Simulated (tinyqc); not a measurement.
Inside a calculation. Method: MP2 on RHF in the sto-3g basis, for H2O, spin multiplicity 1. Computed by tinyqc, a small Python program that keeps every step (integrals from PySCF). Settings: charge = 0, multiplicity = 1, basis = sto-3g, method = RHF, energy threshold = 1e-10, iteration cap = 88, orthogonalisation = symmetric, start = atomic densities, DIIS depth = 6. Command: `OMP_NUM_THREADS=1 python tinyqc.py 22626 22627 out.jsonl` (the two numbers bound the seeds that draw the settings). One thread of a shared host (Intel(R) Xeon(R) Processor @ 2.60GHz), about 0.1 s of CPU time with the checks. The early iterations of the SCF are left out here.

## One-electron integrals

Geometry (angstrom):
```
atom       x        y       z
O     0.0000   0.0000  0.0000
H     0.0000   0.7670  0.5990
H     0.0000  -0.7670  0.5990
```

Basis sto-3g: exponents (1/bohr^2) and contraction coefficients of normalised primitives:
```
element  l (shell)  exponent  coefficient
O            s (1)  130.7093       0.1543
O            s (1)   23.8089       0.5353
O            s (1)    6.4436       0.4446
O            s (2)    5.0332      -0.1000
O            s (2)    1.1696       0.3995
O            s (2)    0.3804       0.7001
O            p (3)    5.0332       0.1559
O            p (3)    1.1696       0.6077
O            p (3)    0.3804       0.3920
H            s (1)    3.4253       0.1543
H            s (1)    0.6239       0.5353
H            s (1)    0.1689       0.4446
```

Overlap, kinetic and nuclear-attraction integrals over the contracted functions; the nuclear repulsion is the sum of Za Zb / Rab.

nuclear repulsion = 9.045091 hartree

overlap S, order 1O 1s, 1O 2s, 1O 2px, 1O 2py, 1O 2pz, 2H 1s, 3H 1s:
$$\begin{pmatrix}
1.0000 & 0.2367 & 0.0000 & 0.0000 & 0.0000 & 0.0520 & 0.0520 \\
0.2367 & 1.0000 & 0.0000 & 0.0000 & 0.0000 & 0.4644 & 0.4644 \\
0.0000 & 0.0000 & 1.0000 & 0.0000 & 0.0000 & 0.0000 & 0.0000 \\
0.0000 & 0.0000 & 0.0000 & 1.0000 & 0.0000 & 0.3057 & -0.3057 \\
0.0000 & 0.0000 & 0.0000 & 0.0000 & 1.0000 & 0.2387 & 0.2387 \\
0.0520 & 0.4644 & 0.0000 & 0.3057 & 0.2387 & 1.0000 & 0.2445 \\
0.0520 & 0.4644 & 0.0000 & -0.3057 & 0.2387 & 0.2445 & 1.0000
\end{pmatrix}$$

kinetic energy T (hartree), order 1O 1s, 1O 2s, 1O 2px, 1O 2py, 1O 2pz, 2H 1s, 3H 1s:
$$\begin{pmatrix}
29.0032 & -0.1680 & 0.0000 & 0.0000 & 0.0000 & -0.0036 & -0.0036 \\
-0.1680 & 0.8081 & 0.0000 & 0.0000 & 0.0000 & 0.1211 & 0.1211 \\
0.0000 & 0.0000 & 2.5287 & 0.0000 & 0.0000 & 0.0000 & 0.0000 \\
0.0000 & 0.0000 & 0.0000 & 2.5287 & 0.0000 & 0.2145 & -0.2145 \\
0.0000 & 0.0000 & 0.0000 & 0.0000 & 2.5287 & 0.1675 & 0.1675 \\
-0.0036 & 0.1211 & 0.0000 & 0.2145 & 0.1675 & 0.7600 & 0.0069 \\
-0.0036 & 0.1211 & 0.0000 & -0.2145 & 0.1675 & 0.0069 & 0.7600
\end{pmatrix}$$

nuclear attraction V (hartree), order 1O 1s, 1O 2s, 1O 2px, 1O 2py, 1O 2pz, 2H 1s, 3H 1s:
$$\begin{pmatrix}
-61.7060 & -7.4405 & 0.0000 & 0.0000 & -0.0185 & -1.6800 & -1.6800 \\
-7.4405 & -10.1264 & 0.0000 & 0.0000 & -0.2187 & -3.7610 & -3.7610 \\
0.0000 & 0.0000 & -9.9729 & 0.0000 & 0.0000 & 0.0000 & 0.0000 \\
0.0000 & 0.0000 & 0.0000 & -10.1225 & 0.0000 & -2.1988 & 2.1988 \\
-0.0185 & -0.2187 & 0.0000 & 0.0000 & -10.0641 & -1.7875 & -1.7875 \\
-1.6800 & -3.7610 & 0.0000 & -2.1988 & -1.7875 & -5.7719 & -1.5534 \\
-1.6800 & -3.7610 & 0.0000 & 2.1988 & -1.7875 & -1.5534 & -5.7719
\end{pmatrix}$$

core Hamiltonian H = T + V (hartree), order 1O 1s, 1O 2s, 1O 2px, 1O 2py, 1O 2pz, 2H 1s, 3H 1s:
$$\begin{pmatrix}
-32.7028 & -7.6085 & 0.0000 & 0.0000 & -0.0185 & -1.6836 & -1.6836 \\
-7.6085 & -9.3183 & 0.0000 & 0.0000 & -0.2187 & -3.6399 & -3.6399 \\
0.0000 & 0.0000 & -7.4441 & 0.0000 & 0.0000 & 0.0000 & 0.0000 \\
0.0000 & 0.0000 & 0.0000 & -7.5937 & 0.0000 & -1.9843 & 1.9843 \\
-0.0185 & -0.2187 & 0.0000 & 0.0000 & -7.5354 & -1.6200 & -1.6200 \\
-1.6836 & -3.6399 & 0.0000 & -1.9843 & -1.6200 & -5.0119 & -1.5465 \\
-1.6836 & -3.6399 & 0.0000 & 1.9843 & -1.6200 & -1.5465 & -5.0119
\end{pmatrix}$$

## Two-electron integrals

Functions are numbered as in S; the eight-fold symmetry (ij|kl) = (ji|kl) = (kl|ij) leaves the list below.

Two-electron integrals (ij|kl) in chemists' order, unique and non-zero (hartree):
```
(11|11) 4.7851      (21|11) 0.7414      (21|21) 0.1369      (22|11) 1.1189
(22|21) 0.2566      (22|22) 0.8172      (31|31) 0.0245      (32|31) 0.0378
(32|32) 0.1805      (33|11) 1.1158      (33|21) 0.2567      (33|22) 0.8170
(33|33) 0.8802      (41|41) 0.0245      (42|41) 0.0378      (42|42) 0.1805
(43|43) 0.0474      (44|11) 1.1158      (44|21) 0.2567      (44|22) 0.8170
(44|33) 0.7853      (44|44) 0.8802      (51|51) 0.0245      (52|51) 0.0378
(52|52) 0.1805      (53|53) 0.0474      (54|54) 0.0474      (55|11) 1.1158
(55|21) 0.2567      (55|22) 0.8170      (55|33) 0.7853      (55|44) 0.7853
(55|55) 0.8802      (61|11) 0.1653      (61|21) 0.0303      (61|22) 0.0563
(61|33) 0.0562      (61|41) 0.0011      (61|42) 0.0021      (61|44) 0.0564
(61|51) 0.0009      (61|52) 0.0016      (61|54) 1.60e-04    (61|55) 0.0563
(61|61) 0.0068      (62|11) 0.3926      (62|21) 0.0911      (62|22) 0.3202
(62|33) 0.3148      (62|41) 0.0054      (62|42) 0.0407      (62|44) 0.3246
(62|51) 0.0042      (62|52) 0.0318      (62|54) 0.0077      (62|55) 0.3208
(62|61) 0.0205      (62|62) 0.1539      (63|31) 0.0097      (63|32) 0.0558
(63|43) 0.0085      (63|53) 0.0066      (63|63) 0.0222      (64|11) 0.2196
(64|21) 0.0516      (64|22) 0.1938      (64|33) 0.1850      (64|41) 0.0123
(64|42) 0.0792      (64|44) 0.2077      (64|51) 0.0021      (64|52) 0.0183
(64|54) 0.0112      (64|55) 0.1885      (64|61) 0.0122      (64|62) 0.1131
(64|64) 0.1045      (65|11) 0.1715      (65|21) 0.0403      (65|22) 0.1513
(65|33) 0.1444      (65|41) 0.0021      (65|42) 0.0183      (65|44) 0.1490
(65|51) 0.0113      (65|52) 0.0700      (65|54) 0.0120      (65|55) 0.1605
(65|61) 0.0095      (65|62) 0.0884      (65|64) 0.0642      (65|65) 0.0724
(66|11) 0.5245      (66|21) 0.1237      (66|22) 0.4976      (66|33) 0.4773
(66|41) 0.0097      (66|42) 0.1000      (66|44) 0.5147      (66|51) 0.0075
(66|52) 0.0781      (66|54) 0.0292      (66|55) 0.5001      (66|61) 0.0281
(66|62) 0.2978      (66|64) 0.2500      (66|65) 0.1953      (66|66) 0.7746
(71|11) 0.1653      (71|21) 0.0303      (71|22) 0.0563      (71|33) 0.0562
(71|41) -0.0011     (71|42) -0.0021     (71|44) 0.0564      (71|51) 0.0009
(71|52) 0.0016      (71|54) -1.60e-04   (71|55) 0.0563      (71|61) 0.0067
(71|62) 0.0199      (71|64) 0.0107      (71|65) 0.0092      (71|66) 0.0269
(71|71) 0.0068      (72|11) 0.3926      (72|21) 0.0911      (72|22) 0.3202
(72|33) 0.3148      (72|41) -0.0054     (72|42) -0.0407     (72|44) 0.3246
(72|51) 0.0042      (72|52) 0.0318      (72|54) -0.0077     (72|55) 0.3208
(72|61) 0.0199      (72|62) 0.1256      (72|64) 0.0635      (72|65) 0.0702
(72|66) 0.2007      (72|71) 0.0205      (72|72) 0.1539      (73|31) 0.0097
(73|32) 0.0558      (73|43) -0.0085     (73|53) 0.0066      (73|63) 0.0176
(73|73) 0.0222      (74|11) -0.2196     (74|21) -0.0516     (74|22) -0.1938
(74|33) -0.1850     (74|41) 0.0123      (74|42) 0.0792      (74|44) -0.2077
(74|51) -0.0021     (74|52) -0.0183     (74|54) 0.0112      (74|55) -0.1885
(74|61) -0.0107     (74|62) -0.0635     (74|64) -0.0150     (74|65) -0.0346
(74|66) -0.0892     (74|71) -0.0122     (74|72) -0.1131     (74|74) 0.1045
(75|11) 0.1715      (75|21) 0.0403      (75|22) 0.1513      (75|33) 0.1444
(75|41) -0.0021     (75|42) -0.0183     (75|44) 0.1490      (75|51) 0.0113
(75|52) 0.0700      (75|54) -0.0120     (75|55) 0.1605      (75|61) 0.0092
(75|62) 0.0702      (75|64) 0.0346      (75|65) 0.0562      (75|66) 0.1230
(75|71) 0.0095      (75|72) 0.0884      (75|74) -0.0642     (75|75) 0.0724
(76|11) 0.1543      (76|21) 0.0361      (76|22) 0.1374      (76|33) 0.1342
(76|44) 0.1369      (76|51) 0.0026      (76|52) 0.0235      (76|55) 0.1409
(76|61) 0.0081      (76|62) 0.0653      (76|64) 0.0414      (76|65) 0.0422
(76|66) 0.1299      (76|71) 0.0081      (76|72) 0.0653      (76|74) -0.0414
(76|75) 0.0422      (76|76) 0.0337      (77|11) 0.5245      (77|21) 0.1237
(77|22) 0.4976      (77|33) 0.4773      (77|41) -0.0097     (77|42) -0.1000
(77|44) 0.5147      (77|51) 0.0075      (77|52) 0.0781      (77|54) -0.0292
(77|55) 0.5001      (77|61) 0.0269      (77|62) 0.2007      (77|64) 0.0892
(77|65) 0.1230      (77|66) 0.3389      (77|71) 0.0281      (77|72) 0.2978
(77|74) -0.2500     (77|75) 0.1953      (77|76) 0.1299      (77|77) 0.7746
```

## Orthogonalisation

S = U s U^T; symmetric (Loewdin) form X = U s^(-1/2) U^T, so that X^T S X = 1.

eigenvalues of S: [0.3527, 0.4285, 0.8853, 1.0000, 1.0943, 1.3270, 1.9122]

X, order 1O 1s, 1O 2s, 1O 2px, 1O 2py, 1O 2pz, 2H 1s, 3H 1s:
$$\begin{pmatrix}
1.0241 & -0.1426 & 0.0000 & 0.0000 & -0.0100 & 0.0217 & 0.0217 \\
-0.1426 & 1.2352 & 0.0000 & 0.0000 & 0.1074 & -0.2868 & -0.2868 \\
0.0000 & 0.0000 & 1.0000 & 0.0000 & 0.0000 & 0.0000 & 0.0000 \\
0.0000 & 0.0000 & 0.0000 & 1.1081 & 0.0000 & -0.2244 & 0.2244 \\
-0.0100 & 0.1074 & 0.0000 & 0.0000 & 1.0541 & -0.1449 & -0.1449 \\
0.0217 & -0.2868 & 0.0000 & -0.2244 & -0.1449 & 1.2000 & -0.0876 \\
0.0217 & -0.2868 & 0.0000 & 0.2244 & -0.1449 & -0.0876 & 1.2000
\end{pmatrix}$$

## Iteration 8 (converged): orbitals

converged F (hartree), order 1O 1s, 1O 2s, 1O 2px, 1O 2py, 1O 2pz, 2H 1s, 3H 1s:
$$\begin{pmatrix}
-20.2356 & -5.1631 & 0.0000 & 0.0000 & -0.0290 & -1.1513 & -1.1513 \\
-5.1631 & -2.4413 & 0.0000 & 0.0000 & -0.1206 & -0.9971 & -0.9971 \\
0.0000 & 0.0000 & -0.3906 & 0.0000 & 0.0000 & 0.0000 & 0.0000 \\
0.0000 & 0.0000 & 0.0000 & -0.3073 & 0.0000 & -0.3910 & 0.3910 \\
-0.0290 & -0.1206 & 0.0000 & 0.0000 & -0.3424 & -0.3645 & -0.3645 \\
-1.1513 & -0.9971 & 0.0000 & -0.3910 & -0.3645 & -0.5580 & -0.3766 \\
-1.1513 & -0.9971 & 0.0000 & 0.3910 & -0.3645 & -0.3766 & -0.5580
\end{pmatrix}$$

Diagonalise F' = X^T F X, C = X C', fill 5 alpha and 5 beta electrons from the bottom; D = 2 C_occ C_occ^T. Each column has its largest component positive (the first on a tie).

F' = X^T F X (hartree):
$$\begin{pmatrix}
-19.8564 & -2.6943 & 0.0000 & 0.0000 & -0.0558 & -0.1743 & -0.1743 \\
-2.6943 & -1.2367 & 0.0000 & 0.0000 & 0.1155 & -0.5050 & -0.5050 \\
0.0000 & 0.0000 & -0.3906 & 0.0000 & 0.0000 & 0.0000 & 0.0000 \\
0.0000 & 0.0000 & 0.0000 & -0.0067 & 0.0000 & -0.4684 & 0.4684 \\
-0.0558 & 0.1155 & 0.0000 & 0.0000 & -0.1874 & -0.3313 & -0.3313 \\
-0.1743 & -0.5050 & 0.0000 & -0.4684 & -0.3313 & 0.0169 & -0.1032 \\
-0.1743 & -0.5050 & 0.0000 & 0.4684 & -0.3313 & -0.1032 & 0.0169
\end{pmatrix}$$

orbital energies (hartree): MO1 -20.2444, MO2 -1.2610, MO3 -0.6088, MO4 -0.4523, MO5 -0.3906, MO6 0.5908, MO7 0.7222

coefficients C, order 1O 1s, 1O 2s, 1O 2px, 1O 2py, 1O 2pz, 2H 1s, 3H 1s:
$$\begin{pmatrix}
0.9942 & -0.2334 & 0.0000 & 0.1026 & 0.0000 & -0.1299 & 0.0000 \\
0.0262 & 0.8393 & 0.0000 & -0.5330 & 0.0000 & 0.8561 & 0.0000 \\
0.0000 & 0.0000 & 0.0000 & 0.0000 & 1.0000 & 0.0000 & 0.0000 \\
0.0000 & 0.0000 & 0.6066 & 0.0000 & 0.0000 & 0.0000 & 0.9801 \\
0.0042 & 0.1246 & 0.0000 & 0.7717 & 0.0000 & 0.7440 & 0.0000 \\
-0.0058 & 0.1575 & 0.4463 & 0.2847 & 0.0000 & -0.7852 & -0.8247 \\
-0.0058 & 0.1575 & -0.4463 & 0.2847 & 0.0000 & -0.7852 & 0.8247
\end{pmatrix}$$

D after iteration 8, order 1O 1s, 1O 2s, 1O 2px, 1O 2py, 1O 2pz, 2H 1s, 3H 1s:
$$\begin{pmatrix}
2.1067 & -0.4490 & 0.0000 & 0.0000 & 0.1086 & -0.0266 & -0.0266 \\
-0.4490 & 1.9783 & 0.0000 & 0.0000 & -0.6133 & -0.0394 & -0.0394 \\
0.0000 & 0.0000 & 2.0000 & 0.0000 & 0.0000 & 0.0000 & 0.0000 \\
0.0000 & 0.0000 & 0.0000 & 0.7360 & 0.0000 & 0.5415 & -0.5415 \\
0.1086 & -0.6133 & 0.0000 & 0.0000 & 1.2221 & 0.4786 & 0.4786 \\
-0.0266 & -0.0394 & 0.0000 & 0.5415 & 0.4786 & 0.6102 & -0.1866 \\
-0.0266 & -0.0394 & 0.0000 & -0.5415 & 0.4786 & -0.1866 & 0.6102
\end{pmatrix}$$

## Convergence

Stop when the energy changes by less than 1e-10 hartree and every element of the error matrix X^T (F D S - S D F) X is below 3e-06.

Course of the cycle:
```
iteration  E (hartree)     change  largest element of the error matrix
1           -75.462243          -                             1.30e+00
2           -74.929246   5.33e-01                             1.87e-01
3           -74.964286  -3.50e-02                             2.11e-02
4           -74.964727  -4.41e-04                             4.31e-03
5           -74.964752  -2.46e-05                             5.25e-05
6           -74.964752  -6.65e-09                             1.87e-05
7           -74.964752  -1.17e-09                             9.22e-08
8           -74.964752   1.42e-14                             6.69e-11
```

PySCF RHF in the same basis = -74.964752 hartree

Converged in 8 iterations.

## Integrals over molecular orbitals

(pq|rs) = sum C_ip C_jq C_kr C_ls (ij|kl), one index at a time.

one-electron integrals over orbitals h = C^T H C (hartree):
$$\begin{pmatrix}
-32.6852 & 0.5588 & 0.0000 & -0.2334 & 0.0000 & 0.2988 & 0.0000 \\
0.5588 & -7.6554 & 0.0000 & 0.4454 & 0.0000 & -1.3651 & 0.0000 \\
0.0000 & 0.0000 & -6.3240 & 0.0000 & 0.0000 & 0.0000 & -1.7145 \\
-0.2334 & 0.4454 & 0.0000 & -6.9440 & 0.0000 & -1.1075 & 0.0000 \\
0.0000 & 0.0000 & 0.0000 & 0.0000 & -7.4441 & 0.0000 & 0.0000 \\
0.2988 & -1.3651 & 0.0000 & -1.1075 & 0.0000 & -5.3364 & 0.0000 \\
0.0000 & 0.0000 & -1.7145 & 0.0000 & 0.0000 & 0.0000 & -5.5931
\end{pmatrix}$$

Two-electron integrals over orbitals (pq|rs), unique and non-zero (hartree):
```
(11|11) 4.7448      (21|11) -0.4177     (21|21) 0.0584      (22|11) 1.0055
(22|21) -0.0132     (22|22) 0.7270      (31|31) 0.0109      (32|31) 0.0176
(32|32) 0.1430      (33|11) 0.7957      (33|21) -0.0044     (33|22) 0.6419
(33|33) 0.6287      (41|11) 0.1826      (41|21) -0.0225     (41|22) 0.0157
(41|33) 0.0064      (41|41) 0.0274      (42|11) -0.1315     (42|21) 0.0091
(42|22) 0.0010      (42|33) 0.0066      (42|41) 0.0188      (42|42) 0.1249
(43|31) -0.0034     (43|32) 0.0210      (43|43) 0.0481      (44|11) 0.9929
(44|21) -0.0133     (44|22) 0.6741      (44|33) 0.5949      (44|41) -0.0111
(44|42) -0.1039     (44|44) 0.7738      (51|51) 0.0260      (52|51) 0.0325
(52|52) 0.1450      (53|53) 0.0285      (54|51) -0.0133     (54|52) -0.0468
(54|54) 0.0552      (55|11) 1.1153      (55|21) -0.0117     (55|22) 0.7478
(55|33) 0.6260      (55|41) 0.0051      (55|42) -0.0705     (55|44) 0.7250
(55|55) 0.8802      (61|11) -0.2335     (61|21) 0.0352      (61|22) -0.0009
(61|33) 2.79e-04    (61|41) -2.07e-04   (61|42) 0.0204      (61|44) -0.0189
(61|55) -0.0061     (61|61) 0.0307      (62|11) 0.3042      (62|21) -0.0066
(62|22) 0.1420      (62|33) 0.0750      (62|41) 0.0186      (62|42) 0.0218
(62|44) 0.0852      (62|55) 0.1570      (62|61) 0.0072      (62|62) 0.1012
(63|31) 0.0031      (63|32) -0.0396     (63|43) -0.0296     (63|63) 0.0712
(64|11) 0.2252      (64|21) -0.0024     (64|22) 0.0984      (64|33) 0.0439
(64|41) 0.0021      (64|42) -0.0340     (64|44) 0.1234      (64|55) 0.1201
(64|61) -0.0005     (64|62) 0.0611      (64|64) 0.0719      (65|51) 0.0154
(65|52) 0.0583      (65|54) -0.0010     (65|65) 0.0381      (66|11) 0.8013
(66|21) -0.0070     (66|22) 0.6123      (66|33) 0.5694      (66|41) 0.0209
(66|42) 0.0575      (66|44) 0.5490      (66|55) 0.5882      (66|61) 0.0085
(66|62) 0.0967      (66|64) 0.0454      (66|66) 0.5962      (71|31) 0.0152
(71|32) 0.0229      (71|43) -0.0048     (71|63) 0.0038      (71|71) 0.0211
(72|31) 0.0140      (72|32) 0.0418      (72|43) -0.0340     (72|63) 0.0349
(72|71) 0.0184      (72|72) 0.0625      (73|11) 0.3630      (73|21) -0.0074
(73|22) 0.1407      (73|33) 0.0901      (73|41) -0.0007     (73|42) -0.0769
(73|44) 0.1581      (73|55) 0.1911      (73|61) -0.0069     (73|62) 0.0760
(73|64) 0.0812      (73|66) 0.0386      (73|73) 0.1533      (74|31) -0.0095
(74|32) -0.0770     (74|43) 0.0006      (74|63) 0.0455      (74|71) -0.0130
(74|72) -0.0167     (74|74) 0.0694      (75|53) 0.0237      (75|75) 0.0244
(76|31) 0.0090      (76|32) 0.0973      (76|43) 0.0493      (76|63) -0.0645
(76|71) 0.0119      (76|72) -0.0095     (76|74) -0.0583     (76|76) 0.1149
(77|11) 0.8650      (77|21) -0.0093     (77|22) 0.6223      (77|33) 0.6077
(77|41) 0.0041      (77|42) -0.0143     (77|44) 0.6050      (77|55) 0.6231
(77|61) -0.0049     (77|62) 0.0682      (77|64) 0.0425      (77|66) 0.5649
(77|73) 0.0931      (77|77) 0.6169
```

## Second-order Moller-Plesset energy

Hartree-Fock energy = -74.964752 hartree

E2 = sum_ijab (ia|jb) [2 (ia|jb) - (ib|ja)] / (e_i + e_j - e_a - e_b) over occupied i, j and virtual a, b; the opposite-spin part is (ia|jb)^2 / denominator, the rest is same-spin, and SCS-MP2 scales them by 6/5 and 1/3.

Terms:
```
i  j  a  b  (ia|jb)  (ib|ja)  denominator       term
3  3  7  7   0.1533   0.1533      -2.6619    -0.0088
4  3  6  7   0.0812   0.0455      -2.3740    -0.0040
3  4  7  6   0.0812   0.0455      -2.3740    -0.0040
3  2  7  6   0.0760   0.0349      -3.1827    -0.0028
2  3  6  7   0.0760   0.0349      -3.1827    -0.0028
2  2  6  6   0.1012   0.1012      -3.7035    -0.0028
4  4  6  6   0.0719   0.0719      -2.0861    -0.0025
3  3  6  6   0.0712   0.0712      -2.3991    -0.0021
4  4  7  7   0.0694   0.0694      -2.3489    -0.0020
2  4  6  6   0.0611   0.0611      -2.8948    -0.0013
4  2  6  6   0.0611   0.0611      -2.8948    -0.0013
2  2  7  7   0.0625   0.0625      -3.9663    -0.0010
5  5  6  6   0.0381   0.0381      -1.9628    -0.0007
5  5  7  7   0.0244   0.0244      -2.2256  -2.68e-04
3  4  6  7   0.0455   0.0812      -2.3740  -1.90e-04
4  3  7  6   0.0455   0.0812      -2.3740  -1.90e-04
4  2  7  7  -0.0167  -0.0167      -3.1576  -8.86e-05
2  4  7  7  -0.0167  -0.0167      -3.1576  -8.86e-05
3  2  6  7   0.0349   0.0760      -3.1827   6.80e-05
2  3  7  6   0.0349   0.0760      -3.1827   6.80e-05
1  1  6  6   0.0307   0.0307     -41.6703  -2.27e-05
2  1  7  7   0.0184   0.0184     -22.9497  -1.47e-05
1  2  7  7   0.0184   0.0184     -22.9497  -1.47e-05
1  1  7  7   0.0211   0.0211     -41.9331  -1.06e-05
4  1  7  7  -0.0130  -0.0130     -22.1410  -7.63e-06
1  4  7  7  -0.0130  -0.0130     -22.1410  -7.63e-06
3  1  7  6  -0.0069   0.0038     -22.1661  -5.41e-06
1  3  6  7  -0.0069   0.0038     -22.1661  -5.41e-06
3  1  6  7   0.0038  -0.0069     -22.1661  -2.46e-06
1  3  7  6   0.0038  -0.0069     -22.1661  -2.46e-06
1  2  6  6   0.0072   0.0072     -22.6869  -2.30e-06
2  1  6  6   0.0072   0.0072     -22.6869  -2.30e-06
4  1  6  6  -0.0005  -0.0005     -21.8782  -1.34e-08
1  4  6  6  -0.0005  -0.0005     -21.8782  -1.34e-08
```

Pair energies (hartree; pair i-j sums ij and ji):
```
pair  opposite spin  same spin
1-1       -3.33e-05     0.0000
2-1       -3.40e-05     0.0000
2-2         -0.0038     0.0000
3-1       -5.53e-06  -1.02e-05
3-2         -0.0044    -0.0011
3-3         -0.0109     0.0000
4-1       -1.53e-05     0.0000
4-2         -0.0028     0.0000
4-3         -0.0073    -0.0011
4-4         -0.0045     0.0000
5-5         -0.0010     0.0000
```

MP2 correlation energy = -0.036898 hartree

SCS-MP2 correlation energy = -0.042423 hartree

MP2 total energy = -75.001650 hartree
